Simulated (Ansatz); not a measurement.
BH$_{3}$O$_{2}$ (`OBO`), relaxed with RKS PBE0-D4/def2-TZVP in Ansatz 0.2.0 from a PBE-D4/def2-SVP geometry. The force threshold is 0.005 eV/Å; the program also tests the step.

Total charge 0; spin multiplicity 1.

Start:

```xyz
6

O    -0.292   -0.853    0.972
B    -0.060    0.025   -0.050
O     1.226    0.464   -0.193
H    -1.226   -1.115    1.009
H    -0.958    0.399   -0.799
H     1.310    1.080   -0.939
```

| step | energy (eV) | largest force (eV/Å) | largest move (Å) |
| --- | --- | --- | --- |
| 1 | -4818.6323 | 0.628 | 0.000 |
| 2 | -4818.6496 | 0.202 | 0.015 |
| 3 | -4818.6517 | 0.047 | 0.006 |
| 4 | -4818.6521 | 0.017 | 0.007 |
| 5 | -4818.6521 | 0.005 | 0.002 |

End:

```xyz
6

O    -0.299   -0.844    0.960
B    -0.064    0.026   -0.053
O     1.212    0.464   -0.199
H    -1.216   -1.114    1.010
H    -0.945    0.393   -0.788
H     1.312    1.074   -0.930
```

It took 8 s on 2 threads of a server CPU on a shared host, with 0.17 GiB of host memory at the peak.
